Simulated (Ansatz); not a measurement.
HS, SMILES `[SH+]` (lower triplet) (charge 1, multiplicity 3). The linear singlet lies higher and needs more than one determinant, so no gap is given.

All values below come from frozen-core CCSD(T)/cc-pV5Z // B3LYP-D3(BJ)/def2-TZVP (Ansatz, an electronic-structure program).

Ansatz 0.2 input:
```yaml
crystal:
  periodic: [false, false, false]
  atoms:
    - { symbol: S, position_ang: [0.68555, -0.000004, -0.000002] }
    - { symbol: H, position_ang: [-0.68555, 0.000004, 0.000002] }
basis:
  gaussian: { orbitals: cc-pV5Z }
correlation:
  method: ccsd_t
total_charge: 1
magnetization:
  spin_polarized: true
  initial_magnetization: 2
```

Output:

```
Functional definition: HF
982 factors; integrals over basis functions are off by at most 1.0e-3 eV
mean field evaluation 1: about -10823.5354 eV, gradient 7.8e0 eV
mean field evaluation 2: about -10823.5362 eV, gradient 7.8e0 eV
mean field evaluation 4: about -10823.9442 eV, gradient 1.1e0 eV
mean field evaluation 8: about -10823.9595 eV, gradient 8.6e-4 eV
mean field evaluation 16: about -10823.9575 eV, gradient 3.1e-1 eV
mean field -10823.95946008 eV, -397.7731734147 hartree, gradient 1.3e-6 eV, S^2 2.022254; 0 other end points of the search recorded, 0 dependent functions left out
5 core orbitals not correlated
reference -10823.95946008 eV, -397.7731734147 hartree; 4, 2 occupied and 141, 143 virtual orbitals, 982 factors
second order -3.49377609 eV of doubles, -0.00000000 eV of singles
cycle   1  -3.90624550 eV  change   -4.1e-1 eV  update   4.9e-2
cycle   2  -4.08870565 eV  change   -1.8e-1 eV  update   1.9e-2
cycle   3  -4.09670984 eV  change   -8.0e-3 eV  update   5.0e-3
cycle   4  -4.09730564 eV  change   -6.0e-4 eV  update   1.4e-3
cycle   5  -4.09716750 eV  change    1.4e-4 eV  update   5.0e-4
cycle   6  -4.09713816 eV  change    2.9e-5 eV  update   1.5e-4
cycle   7  -4.09718499 eV  change   -4.7e-5 eV  update   4.4e-5
cycle   8  -4.09718792 eV  change   -2.9e-6 eV  update   1.1e-5
cycle   9  -4.09718311 eV  change    4.8e-6 eV  update   3.5e-6
perturbative correction -0.14696728 eV, -0.0054009477 hartree
Total energy: -10828.20361047 eV, -397.9291430646 hartree
```
